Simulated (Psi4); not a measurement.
**H3O+ (oxonium): levels of theory compared**

We compute a comparison of 3 runs (DSD-PBEP86/aug-cc-pVTZ, wB97M-V/aug-cc-pVTZ, wB97X/aug-cc-pVTZ) of H3O+ (oxonium). 

The calculation is run with Psi4 1.11.

## (1) The structure to begin with

H3O+: 4 atoms, total charge +1, spin state singlet. SMILES: `[OH3+]`. One bond was lengthened or shortened from a relaxed shape.

Bond lengths: O1–H2 0.978 Å, O1–H3 1.125 Å, O1–H4 0.978 Å. Angles: H2–O1–H3 113.0°, H2–O1–H4 113.0°, H3–O1–H4 113.0°.

## (2) The energy at DSD-PBEP86/aug-cc-pVTZ (density fitting for correlation) (run 1)

The input, run.py:

```python
import psi4

psi4.set_memory(2200000000)
psi4.set_num_threads(1)
psi4.core.set_output_file('output.dat', False)

mol = psi4.geometry("""
1 1
O
H 1 0.978205
H 1 1.1249 2 113.02582
H 1 0.978188 2 113.01489 3 -129.94024
symmetry c1
no_reorient
no_com
""")

psi4.set_options({
    'basis': 'aug-cc-pVTZ',
    'puream': True,
    'e_convergence': 1e-09,
    'd_convergence': 1e-08,
    'scf_type': 'pk',
    'dft_radial_points': 99,
    'dft_spherical_points': 590,
    'num_frozen_docc': 1,
})

result = psi4.energy("dsd-pbep86")
print('E =', round(result, 9))
```

The run is started by

```console
$ python run.py
```

output.dat:

```text
[...]
  Running in c1 symmetry.
[...]
  Nuclear repulsion =   13.346049755232938
[...]
  Multiplicity = 1
[...]
  Nalpha       = 5
  Nbeta        = 5
[...]
    Number of basis functions: 115
[...]
   @RKS iter   1:   -76.42974496890338   -1.94894e-02   2.97038e-03 ADIIS/DIIS
[...]
   @RKS iter   9:   -76.47575002505238   -6.79279e-12   6.13427e-09 DIIS
[...]
    Orbital Energies [Eh]
    ---------------------
    Doubly Occupied:
       1A    -20.493305     2A     -1.651190     3A     -1.056614
       4A     -1.016513     5A     -0.866166
[...]
  @RKS Final Energy:   -76.47575002505238
   => Energetics <=
    Nuclear Repulsion Energy =             13.3460497552329382
    One-Electron Energy =                -127.5727469616170566
    Two-Electron Energy =                  40.4164424273513632
    DFT Exchange-Correlation Energy =      -2.6654952460196242
    Empirical Dispersion Energy =           0.0000000000000000
    VV10 Nonlocal Energy =                  0.0000000000000000
    Total Energy =                        -76.4757500250523776
[...]
 Multipole Moments:
 ------------------------------------------------------------------------------------
     Multipole            Electronic (a.u.)      Nuclear  (a.u.)        Total (a.u.)
 ------------------------------------------------------------------------------------
 L = 1.  Multiply by 2.5417464519 to convert [e a0] to [Debye]
 Dipole X            :          0.0214853           -0.5440755           -0.5225902
 Dipole Y            :          0.0419092            0.3604171            0.4023264
 Dipole Z            :         -0.0286747            0.1227688            0.0940940
 Magnitude           :                                                    0.6661987
[...]
```

Standard output:

```text
E = -76.613678639
```

Wall time 17 s (1 thread of AMD EPYC 7R43 (Zen 3), shared host); peak memory 0.76 GiB.

## (3) A single-point energy at wB97M-V/aug-cc-pVTZ (run 2)

The input, input.json:

```json
{
 "schema_name": "qcschema_input",
 "schema_version": 1,
 "molecule": {
  "schema_name": "qcschema_molecule",
  "schema_version": 2,
  "symbols": ["O", "H", "H", "H"],
  "geometry": [0.51131643, -0.01884624, 0.10281433, 0.58140637, 1.82390129, 0.23112673, -0.77269012, -0.69596723, -1.45013803, 0.18229621, -0.84418412, 1.7237836],
  "molecular_charge": 1,
  "molecular_multiplicity": 1,
  "fix_symmetry": "c1",
  "fix_com": true,
  "fix_orientation": true
 },
 "driver": "energy",
 "model": {
  "method": "wb97m-v",
  "basis": "aug-cc-pVTZ"
 },
 "keywords": {
  "reference": "rks",
  "puream": true,
  "e_convergence": 1e-09,
  "d_convergence": 1e-08,
  "scf_type": "pk",
  "dft_radial_points": 99,
  "dft_spherical_points": 590
 }
}
```

The run is started by

```console
$ psi4 --qcschema input.json -n 1 --memory 2200MB
```

stdout:

```text
[...]
  Running in c1 symmetry.
[...]
  Nuclear repulsion =   13.346052389774892
[...]
  Multiplicity = 1
[...]
  Nalpha       = 5
  Nbeta        = 5
[...]
    Number of basis functions: 115
[...]
   @RKS iter   1:   -76.62965371401869    3.00045e-02   3.48937e-03 ADIIS/DIIS
[...]
   @RKS iter  10:   -76.68979216262160   -1.59162e-12   1.59130e-09 DIIS
[...]
    Orbital Energies [Eh]
    ---------------------
    Doubly Occupied:
       1A    -19.761705     2A     -1.549180     3A     -1.033053
       4A     -0.998659     5A     -0.838052
[...]
  @RKS Final Energy:   -76.68979216262160
   => Energetics <=
    Nuclear Repulsion Energy =             13.3460523897748917
    One-Electron Energy =                -127.5550275861382090
    Two-Electron Energy =                  44.1544489828869189
    DFT Exchange-Correlation Energy =      -6.6780126360829861
    Empirical Dispersion Energy =           0.0000000000000000
    VV10 Nonlocal Energy =                  0.0427466869377718
    Total Energy =                        -76.6897921626216004
[...]
 Multipole Moments:
 ------------------------------------------------------------------------------------
     Multipole            Electronic (a.u.)      Nuclear  (a.u.)        Total (a.u.)
 ------------------------------------------------------------------------------------
 L = 1.  Multiply by 2.5417464519 to convert [e a0] to [Debye]
 Dipole X            :         -4.2849444            4.0815439           -0.2034005
 Dipole Y            :         -0.0186600            0.1329800            0.1143200
 Dipole Z            :         -1.1773076            1.3272869            0.1499793
 Magnitude           :                                                    0.2773709
[...]
```

The result, in JSON:

```text
{
 "driver": "energy",
 "model": {
  "method": "wb97m-v",
  "basis": "aug-cc-pVTZ"
 },
 "success": true,
 "return_result": -76.6897921626216,
 "properties": {
  "calcinfo_nbasis": 115,
  "calcinfo_nmo": 115,
  "calcinfo_nalpha": 5,
  "calcinfo_nbeta": 5,
  "calcinfo_natom": 4,
  "nuclear_repulsion_energy": 13.346052389774892,
  "return_energy": -76.6897921626216,
  "scf_one_electron_energy": -127.55502758613821,
  "scf_two_electron_energy": 44.15444898288692,
  "scf_vv10_energy": 0.042746686937771776,
  "scf_xc_energy": -6.678012636082986,
  "scf_dipole_moment": [-0.20340045671296902, 0.11432002778809286, 0.1499793037207786],
  "scf_total_energy": -76.6897921626216,
  "scf_iterations": 10
 }
}
```

Run time: 68 s. Hardware: 1 thread of AMD EPYC 7R43 (Zen 3), shared host; peak memory 0.97 GiB.

## (4) Energy and gradient at wB97X/aug-cc-pVTZ (run 3)

The input, calc.dat:

```
memory 2200 mb

molecule {
  1 1
  O      0.51131643    -0.01884624     0.10281433
  H      0.58140637     1.82390129     0.23112673
  H     -0.77269012    -0.69596723    -1.45013803
  H      0.18229621    -0.84418412     1.72378360
  units bohr
  symmetry c1
}

set basis aug-cc-pVTZ
set puream true
set e_convergence 1e-09
set d_convergence 1e-08
set scf_type pk
set dft_radial_points 99
set dft_spherical_points 590

e_tot, wfn = gradient("wb97x", return_wfn=True)
oeprop(wfn, "WIBERG_LOWDIN_INDICES", "QUADRUPOLE", "MULLIKEN_CHARGES")
```

The run is started by

```console
$ psi4 calc.dat calc.out -n 1
```

calc.out:

```text
[...]
  Running in c1 symmetry.
[...]
  Nuclear repulsion =   13.346052389774892
[...]
  Multiplicity = 1
[...]
  Nalpha       = 5
  Nbeta        = 5
[...]
    Number of basis functions: 115
[...]
   @RKS iter   1:   -76.63799325518602    2.88773e-02   3.63207e-03 ADIIS/DIIS
[...]
   @RKS iter  10:   -76.70256129702075   -2.25953e-12   1.32965e-09 DIIS
[...]
    Orbital Energies [Eh]
    ---------------------
    Doubly Occupied:
       1A    -19.628402     2A     -1.548558     3A     -1.038298
       4A     -1.004742     5A     -0.840087
[...]
  @RKS Final Energy:   -76.70256129702075
   => Energetics <=
    Nuclear Repulsion Energy =             13.3460523897748917
    One-Electron Energy =                -127.5968435160166905
    Two-Electron Energy =                  44.1402859269413526
    DFT Exchange-Correlation Energy =      -6.5920560977203211
    Empirical Dispersion Energy =           0.0000000000000000
    VV10 Nonlocal Energy =                  0.0000000000000000
    Total Energy =                        -76.7025612970207504
[...]
  -Total Gradient:
     Atom            X                  Y                   Z
    ------   -----------------  -----------------  -----------------
       1        0.045242212024     0.026111777942     0.058728342562
       2        0.002282315659     0.002848402802     0.000775737848
       3       -0.049195435337    -0.027673151877    -0.062561294436
       4        0.001654022551    -0.001281495901     0.003062878942
[...]
 Multipole Moments:
 ------------------------------------------------------------------------------------
     Multipole            Electronic (a.u.)      Nuclear  (a.u.)        Total (a.u.)
 ------------------------------------------------------------------------------------
 L = 1.  Multiply by 2.5417464519 to convert [e a0] to [Debye]
 Dipole X            :          0.0092794           -0.6435382           -0.6342588
 Dipole Y            :         -0.0257356            0.1419298            0.1161943
 Dipole Z            :         -0.0435781            0.0818863            0.0383083
 Magnitude           :                                                    0.6459511
 L = 2.  Multiply by 1.3450342976 to convert [e a0^2] to [Debye ang]
 Quadrupole XX       :         -5.5915204            1.5830658           -4.0084546
 Quadrupole XY       :         -0.4566498            1.3095666            0.8529168
[...]
  Mulliken Charges: (a.u.)
   Center  Symbol    Alpha    Beta     Spin     Total
       1     O     3.99233  3.99233  0.00000  0.01534
       2     H     0.35974  0.35974  0.00000  0.28052
       3     H     0.28817  0.28817  0.00000  0.42365
       4     H     0.35976  0.35976  0.00000  0.28049
   Total alpha =  5.00000, Total beta =  5.00000, Total charge =  1.00000
  Wiberg Bond Indices using Orthogonal Lowdin Orbitals:
[...]
```

Run time: 31 s. Hardware: 1 thread of AMD EPYC 7R43 (Zen 3), shared host; peak memory 0.92 GiB.

## (5) Overview of the runs

```tsv
run	level	fitting correlation	frozen core orbitals	energy (Eh)	HOMO energy (eV)	LUMO energy (eV)	HOMO–LUMO gap (eV)	wall time
1	DSD-PBEP86/aug-cc-pVTZ (density fitting for correlation)	density fitting	1	-76.613679	-23.57	-5.90	17.67	17 s
2	wB97M-V/aug-cc-pVTZ	–	0	-76.689792	-22.80	-6.21	16.59	68 s
3	wB97X/aug-cc-pVTZ	–	0	-76.702561	-22.86	-5.50	17.36	31 s
```

## (6) Summary of results

```
                       quantity         value
            run 3: total energy  -76.70256 Eh
             run 3: HOMO energy     -22.86 eV
             run 3: LUMO energy      -5.50 eV
           run 3: HOMO–LUMO gap      17.36 eV
run 3: largest force on an atom    4.333 eV/Å
```

The HOMO–LUMO gap runs from 16.59 eV (wB97M-V/aug-cc-pVTZ) to 17.67 eV (DSD-PBEP86/aug-cc-pVTZ). A double hybrid's value is that of its SCF part. Totals of different functionals can't be ranked against each other. All runs together took 1.9 min, the longest 68 s.
